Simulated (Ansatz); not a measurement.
```yaml
crystal:
  periodic: [false, false, false]
  atoms:
    - {symbol: W, position_ang: [-0.185001, 0.000159, -0.000333]}
    - {symbol: O, position_ang: [1.827445, -0.001568, 0.003287]}
    - {symbol: H, position_ang: [2.368222, 0.841723, 0.001568]}
    - {symbol: H, position_ang: [2.366764, -0.845785, 0.006948]}
basis:
  gaussian: {orbitals: def2-TZVP}
total_charge: 1
magnetization: {spin_polarized: true, initial_magnetization: 1}
hamiltonian: {xc: pbe0}
relax: {f_tol: 0.004, max_steps: 80}
```

```sh
$ ansatz run in.yaml --threads 1 --pin off --events-out ev --progress --plain --max-ram 2176MiB
```

Steps of the relaxation (energy above the last step; positions in Å, forces in eV/Å):

```
4
step 1, 89.0 meV
W    -0.185    0.000    0.000   -0.784    0.001   -0.001
O     1.827   -0.002    0.003    1.723   -0.001    0.003
H     2.368    0.842    0.002   -0.471   -1.458    0.004
H     2.367   -0.846    0.007   -0.468    1.459   -0.005
```

```
4
step 2, 9.2 meV
W    -0.218    0.000    0.000   -0.205    0.000    0.000
O     1.835   -0.002    0.003    0.433    0.000    0.001
H     2.381    0.810    0.002   -0.114   -0.485    0.001
H     2.379   -0.814    0.007   -0.113    0.485   -0.002
```

```
4
step 3, 0.3 meV
W    -0.232    0.000    0.000   -0.009    0.000    0.000
O     1.837   -0.002    0.003   -0.130    0.000    0.000
H     2.387    0.793    0.002    0.070    0.034    0.000
H     2.386   -0.797    0.007    0.070   -0.034    0.000
```

```
4
step 4, 0.2 meV
W    -0.237    0.000    0.000    0.027    0.000    0.000
O     1.833   -0.002    0.003    0.085    0.000    0.000
H     2.392    0.791    0.002   -0.056   -0.028    0.000
H     2.390   -0.795    0.007   -0.056    0.028    0.000
```

```
4
step 5, 0.0 meV
W    -0.234    0.000    0.000   -0.001    0.000    0.000
O     1.835   -0.002    0.003    0.000    0.000    0.000
H     2.389    0.792    0.002    0.000    0.000    0.000
H     2.388   -0.796    0.007    0.000    0.000    0.000
```

Close pairs at the end: O2–H4 0.968 Å, O2–H3 0.968 Å, W1–O2 2.069 Å.

A stationary point of unrestricted PBE0 after 5 steps, with ⟨S²⟩ = 2.626 against 0.75 for a pure state; no frequencies were run, so it isn't proven a minimum. 4.3 min on 1 thread of Arm Neoverse V1, shared host.
